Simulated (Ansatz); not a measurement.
```yaml
crystal:
  periodic: [false, false, false]
  atoms:
    - {symbol: As, position_ang: [0.000000, 0.000000, 0.000000]}
    - {symbol: F, position_ang: [0.000000, 0.000000, 2.010779]}
    - {symbol: F, position_ang: [0.000000, 0.000000, -2.010779]}
basis:
  gaussian: {orbitals: def2-TZVP}
magnetization: {spin_polarized: true, initial_magnetization: 3}
hamiltonian: {xc: pbe0}
relax: {f_tol: 0.004, max_steps: 80}
```

```sh
$ ansatz run in.yaml --threads 1 --pin off --events-out ev --progress --plain --max-ram 2176MiB
```

Steps of the relaxation (energy above the last step; positions in Å, forces in eV/Å):

```
3
step 1, 564.5 meV
As    0.000    0.000    0.000    0.000    0.000    0.000
F     0.000    0.000    2.011    0.000    0.000   -2.149
F     0.000    0.000   -2.011    0.000    0.000    2.149
```

```
3
step 2, 160.8 meV
As    0.000    0.000    0.000    0.000    0.000    0.000
F     0.000    0.000    1.901    0.000    0.000   -1.430
F     0.000    0.000   -1.901    0.000    0.000    1.430
```

```
3
step 3, 19.8 meV
As    0.000    0.000    0.000    0.000    0.000    0.000
F     0.000    0.000    1.833    0.000    0.000   -0.575
F     0.000    0.000   -1.833    0.000    0.000    0.575
```

```
3
step 6, 0.0 meV
As    0.000    0.000    0.000    0.000    0.000    0.000
F     0.000    0.000    1.800    0.000    0.000    0.000
F     0.000    0.000   -1.800    0.000    0.000    0.000
```

Close pairs at the end: As1–F2 1.800 Å, As1–F3 1.800 Å.

A stationary point of unrestricted PBE0 after 6 steps, with ⟨S²⟩ = 3.758 against 3.75 for a pure state; no frequencies were run, so it isn't proven a minimum. 24 s on 1 thread of Intel Xeon Platinum 8375C, shared host.
